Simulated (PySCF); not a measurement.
**butanoyl fluoride: full NMR table**

- Formula: C4H7FO
- SMILES: CCCC(=O)F
- InChI: InChI=1S/C4H7FO/c1-2-3-4(5)6/h2-3H2,1H3
- Point group of the computed structure: C1
- Degrees of unsaturation: 1
- Carbon signals: 4
- Proton signals: 3

Structure with atom numbers: `[CH3:1][CH2:2][CH2:3][C:4](=[O:5])[F:6]`. Hydrogens are named by the atom that carries them.

Averaged over atoms made equivalent by symmetry, fast rotation or ring inversion, one computed conformer, relativity neglected, in vacuum. σ from GIAO-PBE0/pcSseg-1; J couplings at B3LYP/pcJ-1 (spin–dipole term only in couplings to heteroatoms); GFN2-xTB structure; PySCF 2.14.0 with density-fitted response routines.

Scale: ¹H (σref 31.72), ¹³C (σref 186.93) against TMS; ¹⁹F (σref 170.95) against CFCl3; ¹⁷O (σref 336.08) vs H2O (reference shieldings calculated alike).

| carbon | δC, type | δH (multiplicity, J in Hz) | HMBC from (abs. J ≥ 3 Hz) | span of the C tensor (ppm) |
| --- | --- | --- | --- | --- |
| C1 | 15.1, CH3 | 1.10 (td, 7.7, 1.0) | H(C3), H(C2) | 31 |
| C2 | 20.8, CH2 | 1.64 (qtd, 7.7, 6.8, 2.7) | H(C3), H(C1) | 11 |
| C3 | 36.0, CH2 | 2.54 (td, 6.8, 5.3) | H(C1) | 37 |
| C4 | 173.0, C | – | H(C3), H(C2) | 214 |

Other nuclei:
```
atoms  nucleus           environment  δ (ppm)  σ (ppm)
   F6      ¹⁹F  fluorine bonded to C     60.3    110.6
   O5      ¹⁷O       carbonyl oxygen    448.7   -112.6
```

Selected couplings (Hz, signed; the shortest-range and largest first, 30 at most; isotopes ¹³C, ¹⁹F, ¹H): ¹J(C4,F6) -416.1, ¹J(C2,H(C2)) 135.8, ¹J(C3,H(C3)) 135.3, ¹J(C1,H(C1)) 132.5, ¹J(C3,C4) 64.6, ¹J(C2,C3) 34.9, ¹J(C1,C2) 33.9, ²J(C3,F6) 47.4, ²J(C1,C3) -1.0, ³J(H(C1),H(C2)) 7.7, ³J(H(C2),H(C3)) 6.8, ³J(F6,H(C3)) -5.3, ³J(C2,F6) 3.0, ⁴J(F6,H(C2)) 2.7.

1. Carbon types of the structure: 1 × C, 2 × CH2, 1 × CH3, which accounts for all hydrogens.
2. δC 173.0: carbonyl carbon.
3. δC 36.0: sp3 CH2 α to a carbonyl; the adjacent C=O deshields it moderately.
4. δC 20.8: sp3 CH2; saturated and bonded to C and H only.
5. δC 15.1: methyl carbon; a saturated carbon with 1 carbon neighbour and no heteroatom attached.
6. δH 2.54: hydrogen on an sp3 CH2 α to a carbonyl; α to C=O.
7. The protons at 1.10 and 1.64 share a coupling of 7.7 Hz (vicinal).
8. The protons at 1.64 and 2.54 share a coupling of 6.8 Hz (vicinal).

C–F couplings over four or more bonds (about 3 Hz to the para carbon of a fluoroarene) are left out. Common functionals overestimate the size of one-bond C–F couplings by tens of Hz; these are unscaled. Splittings below 1 Hz are ignored in the labels, and close J values are merged. Unscaled 3J(H,H) at this level run about 10 % above measured values. Shifts are as computed. Against solution values, carbons near 30 ppm lie about +3 ppm off and those near 130 ppm about +5 ppm. Of 1211 compounds with measured shifts, 218 miss one by over three times the rms of a fit or turn the order of signals round; such compounds aren't used in these exercises. Unscaled 19F shifts against computed CFCl3 carry errors that often reach 10 to 50 ppm. Unscaled 17O shifts of doubly bonded oxygen tend to come out too high, by tens of ppm or more. Experimental scales use liquid or dissolved standards, which lie at an offset from isolated H2O (liquid H2O: subtract about 36 ppm). Vicinal H,H couplings across rotating CH2–CH2 and CH–CH2 bonds are estimated from the computed gauche and anti values for equal rotamer populations, (2 J gauche + J anti)/3.
